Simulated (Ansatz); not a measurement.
Born–Oppenheimer molecular dynamics of AlFH$_{3}$N (6 atoms, charge 0, multiplicity 1). It starts from a relaxed structure.

Theory: RKS LDA/def2-SVP (Ansatz 0.2.0).

```json
{
  "ensemble": "NVT, Nosé–Hoover chain",
  "time step": "0.5 fs",
  "steps asked": "300",
  "set temperature": "1000 K",
  "thermostat": "time constant 100 fs, chain length 1",
  "seed": "647523"
}
```

First frame:

```xyz
6
Properties=species:S:1:pos:R:3
Al -0.048 0.010 -0.047
F -0.058 -0.431 1.556
H 1.319 0.415 -0.740
N -1.584 0.003 -0.899
H -2.485 -0.252 -0.485
H -1.699 0.256 -1.885
```

How far do the bonds stretch over the last three quarters of this one trajectory? (Pairs bonded in most of those frames.)


| bond | mean (Å) | spread (Å) | shortest | longest |
| --- | --- | --- | --- | --- |
| Al1–F2 | 1.672 | 0.039 | 1.60 | 1.76 |
| Al1–H3 | 1.593 | 0.051 | 1.51 | 1.68 |
| Al1–N4 | 1.777 | 0.065 | 1.65 | 1.89 |
| N4–H5 | 1.033 | 0.037 | 0.97 | 1.09 |
| N4–H6 | 1.033 | 0.033 | 0.97 | 1.10 |

Mean temperature of the second half: 679 K. The conserved energy stayed within 0.82 meV per atom of its start (net change 0.25 meV per atom), so the integration is sound. The mean temperature of the second half is 32 % below the set value. A run of 0.15 ps of so small a system gives no equilibrium averages.

Time of the run: 3.9 min on 1 thread of Arm Neoverse V1 (shared host), peak memory 0.097 GiB.
